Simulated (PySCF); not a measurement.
These 2 structures share the formula C4H9N. Theory: PySCF 2.14.0, PBE0-D3(BJ)/def2-SVP geometry optimisation, gas phase. One conformer each; no zero-point energy, no entropy. No frequencies were run at this level. Point groups hold within 0.08 Å.

Question: Order them by energy at this level, lowest first, and give relative energies in kcal/mol.
A. `[CH3:1]/[CH:2]=[N:3]\[CH2:4][CH3:5]` with C2–N3–C4–C5 -179°
B. `[CH3:1]/[CH:2]=[N:3]/[CH2:4][CH3:5]` with C2–N3–C4–C5 120°

Answer: B (0.0), A (3.9).

C/C=N/CC and C/C=N\CC are stereoisomers, 3.9 kcal/mol apart in the conformers taken.

```json
{"SMILES": "C/C=N/CC", "E (Eh)": "-212.17218", "E rel (kcal/mol)": "0.0", "dipole (D)": "1.33", "point group": "C1", "A, B, C (MHz)": "18164, 2295, 2222"}
{"SMILES": "C/C=N\\CC", "E (Eh)": "-212.16600", "E rel (kcal/mol)": "3.9", "dipole (D)": "2.05", "point group": "Cs", "A, B, C (MHz)": "15171, 2614, 2327"}
```

As an exercise, what shares would exp(−E/RT) give at 1000 K from these electronic energies alone (no entropy, no degeneracies)?

RT = 1.987 kcal/mol: C/C=N/CC 87.6 %, C/C=N\CC 12.4 %.
